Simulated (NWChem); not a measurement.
# Correlation energy of nitrogen (N2)

SMILES: N#N
```xyz
2

N      0.0000     0.0000     0.5502
N      0.0000     0.0000    -0.5502
```
Charge 0, spin multiplicity 1.

The numbers come from NWChem runs, not from measurements. The geometry was optimised at B3LYP/def2-SVP, a minimum by its harmonic frequencies.

Basis set: def2-TZVP. Each correlation energy counts from its own Hartree-Fock reference.

```json
[
 {"method": "MP2", "correlation energy (mHa)": "-373.0", "difference from CCSD(T)": "+16.8"},
 {"method": "SCS-MP2", "correlation energy (mHa)": "-364.7", "difference from CCSD(T)": "+25.1"},
 {"method": "CR-CCSD[T]", "correlation energy (mHa)": "-387.1", "difference from CCSD(T)": "+2.8"},
 {"method": "CR-CCSD(T)", "correlation energy (mHa)": "-386.4", "difference from CCSD(T)": "+3.5"},
 {"method": "CCSD", "correlation energy (mHa)": "-371.4", "difference from CCSD(T)": "+18.4"},
 {"method": "CCSD+T(CCSD)", "correlation energy (mHa)": "-390.7", "difference from CCSD(T)": "-0.9"},
 {"method": "CCSD(T)", "correlation energy (mHa)": "-389.9", "difference from CCSD(T)": "0.0"}
]
```

The values span 26.0 mHa, from CCSD+T(CCSD) (lowest) to SCS-MP2 (highest). 

The correlated methods keep 2 core orbitals frozen. No row is a measurement; the coupled-cluster row has its own basis-set and correlation limits.
